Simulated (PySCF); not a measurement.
**Gas-phase XPS of ABN, computed**

ABN, C₇H₆N₂.
Numbering: `[N:1]#[C:2][c:3]1[cH:4][cH:5][c:6]([NH2:7])[cH:8][cH:9]1`

Method: delta-SCF UKS SCAN, pcX-2 on the ionised atom, pcseg-1 elsewhere, spin-free X2C (PySCF 2.14.0). Vertical ΔSCF values, vacuum level as zero.

Question: What binding energy does each computed site have?

Answer: 
| atom(s) | bonded to | level | binding energy (eV) | above the level's lowest (eV) | count |
| --- | --- | --- | --- | --- | --- |
| N7 | C and 2 H | N 1s | 406.00 | +2.00 | 1 |
| N1 | C (triple bond) | N 1s | 404.00 | 0.00 | 1 |
| C6 | N and 2 C (aromatic in the SMILES) | C 1s | 291.98 | +1.52 | 1 |
| C2 | N (triple bond) and C | C 1s | 291.42 | +0.96 | 1 |
| C3 | 2 C (aromatic in the SMILES) and C | C 1s | 291.04 | +0.58 | 1 |
| C4/C9 | 2 C (aromatic in the SMILES) and H | C 1s | 290.72 | +0.26 | 2 |
| C5/C8 | 2 C (aromatic in the SMILES) and H | C 1s | 290.46 | 0.00 | 2 |

Lowest listed C 1s: C5/C8, bonded to 2 C (aromatic in the SMILES) and H. Highest, 1.52 eV above it: C6, bonded to N and 2 C (aromatic in the SMILES).

The listed N 1s values span 2.00 eV, from N1 (bonded to C (triple bond)) to N7 (bonded to C and 2 H). Summing the Pauling electronegativity differences to the bonded atoms, each weighted by its formal bond order, gives -1.47 for the lowest site and -2.17 for the highest; the largest sum, -1.47, belongs to N1, 2.00 eV below the top. The smallest sum, -2.17, belongs to N7, 2.00 eV above the lowest.

Question: Which photon wavelength matches the C 1s of C2 threshold?

Answer: λ = hc/E = 12398.42 eV Å / 291.42 eV = 42.545 Å.

The first atom of each set that the bonding makes equivalent was ionised and stands for the set. Spin contamination (⟨S²⟩ against 0.75 for a pure doublet) is marked for C 1s of C6 (0.91), which makes this value less certain. Geometry: PBE0-D3(BJ)/def2-SVP; no solvent, vibrations or thermal averaging.

Shape of the structure used: `[N:1]#[C:2][c:3]1[cH:4][cH:5][c:6]([NH2:7])[cH:8][cH:9]1`: H–N7–C6–C5 166°, H–N7–C6–C5 16°.
